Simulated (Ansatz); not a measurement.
A made-up structure of SiHSO, doublet:

```
4
angstrom
O 0.8246 -0.7983 0.3496
Si -0.0654 0.6022 0.3575
S -0.8856 -1.2836 0.1415
H -1.7286 -2.3021 -0.1774
```

It is relaxed with PBE-D4/def2-SVP and then PBE0-D4/def2-TZVP (Ansatz 0.2.0). Atoms count as bonded within 1.22 times the sum of their covalent radii (H–H: 0.88 Å). The end point is not checked to be a true minimum.

Q: Does its bonding change? (Judge from chemistry; the calculation decides.)

A: Computed: Yes. Formed: none; broken: O1–S3.

Where it ends: The first stage lowers the energy by 3.39 eV in 12 steps. It ends as SiHSO ([O][Si][SH]):
```json
{"atom": "O1", "x (Å)": "1.3397", "y (Å)": "0.1326", "z (Å)": "0.5265"}
{"atom": "Si2", "x (Å)": "0.0211", "y (Å)": "-0.2685", "z (Å)": "-0.1228"}
{"atom": "S3", "x (Å)": "-1.1315", "y (Å)": "-1.9100", "z (Å)": "0.6003"}
{"atom": "H4", "x (Å)": "-2.0842", "y (Å)": "-1.7358", "z (Å)": "-0.3328"}
```

Labels in which every atom is bracketed show which atoms are joined, not bond orders.

For scale, one of the runs: PBE0-D4/def2-TZVP relaxation, 111 basis functions, launched by `ansatz run in.yaml --threads 2 --pin off --events-out ev --progress --plain --max-ram 4352MiB`. Hardware: 2 CPU threads of an Arm Neoverse V1, shared host. Wall time about 20 s.
